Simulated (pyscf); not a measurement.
H₂C=CH–CH₃ (SMILES C=CC) → H₂C=CH–CH₃ (SMILES C=CC) (hydrogen shift; singlet surface; C–H broken, C–H formed). Single points on ωB97X-D3(BJ)/def2-SVP structures (PySCF, gas phase). Correlated levels are frozen-core, on RHF or UHF. ΔMP2 is the change of the MP2 total energy from the triple- to the quadruple-zeta basis. Energies in kcal/mol from the reactant's lowest minimum found.

```
level                             barrier  reaction energy
--------------------------------  -------  ---------------
r²SCAN/def2-TZVP                     80.8              0.0
PBE0-D3(BJ)/def2-TZVP                81.2              0.0
ωB97M-D3(BJ)/def2-TZVP               83.4              0.0
HF/def2-TZVP                        102.7              0.0
CCSD/def2-TZVPP                      88.0              0.0
CCSD(T)/def2-TZVPP                   84.4              0.0
CCSD(T)/def2-TZVPP + ΔMP2(QZVPP)        …              0.0
```

What belongs in the gaps?


- CCSD(T)/def2-TZVPP + ΔMP2(QZVPP), barrier: 84.2

Of the functionals in the table, ωB97M-D3(BJ) is closest to CCSD(T)/def2-TZVPP + ΔMP2(QZVPP) in the barrier (0.7 kcal/mol apart) and r²SCAN least close (3.3 kcal/mol); that level has limits of its own. This is the saddle that the search found; another between the same sides may lie lower. The CCSD(T) − MP2 part came from Ansatz, without density fitting, on the same reference.
